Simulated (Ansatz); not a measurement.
We consider Sb2O3 (Pccn, No. 56), described by HSE06 (Ansatz, a first-principles code, plane waves, PAW).

Settings: plane-wave cutoff 460 eV, 6×4×2 k mesh (along the axes of the cell as run), Fermi–Dirac smearing 0.01 eV, scalar-relativistic PAW data made under PBE.

Computed at the level's own relaxed cell.

Problem. Estimate the band gap that the calculation returns.

Solution. 
- band gap: 3.25 eV (on the SCF k mesh)

Note: the relaxation could not lower the start's symmetry, so the cell can be a saddle point above a distorted one; the volume lies 8 % above that of the published cell.

Spin–orbit coupling is not included.

The computed numbers hold no vibrational or temperature effects.
